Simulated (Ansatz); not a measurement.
Two shapes of singlet C₂H₆O.

Shape 1:

```xyz
9

C     0.0087   -0.4096   -0.3534
C     0.0046   -0.4391    1.1643
O     0.0082    0.9278   -0.7842
H    -0.8896   -0.9664   -0.7212
H     0.8860   -0.9607   -0.7394
H     0.0068   -1.4733    1.5407
H     0.8992    0.0796    1.5476
H    -0.8892    0.0727    1.5450
H    -0.0053    0.9302   -1.7499
```

Shape 2:

```xyz
9

C    -0.0403   -0.3922   -0.3729
C     0.0459   -0.4407    1.1378
O    -0.0473    0.9122   -0.7930
H    -0.8666   -1.0062   -0.7298
H     0.8754   -0.9214   -0.7564
H    -0.0020   -1.4181    1.5487
H     0.9242    0.0589    1.5194
H    -0.8426    0.0703    1.5351
H    -0.0440    0.9291   -1.7657
```

Basis set: STO-3G (spherical functions). Frozen core: 3 orbitals. Charge 0, multiplicity 1.

Computed with Ansatz (development build ahead of 0.2.0); each method stands on the lowest determinant of its kind that the runs found.

Q: Which shape is lower in energy, and by how much in each method?

A:

| method | E(2) − E(1) (eV) |
| --- | --- |
| RHF | 0.166 |
| RHF-MP2 | 0.234 |

Shape 1 is lower.
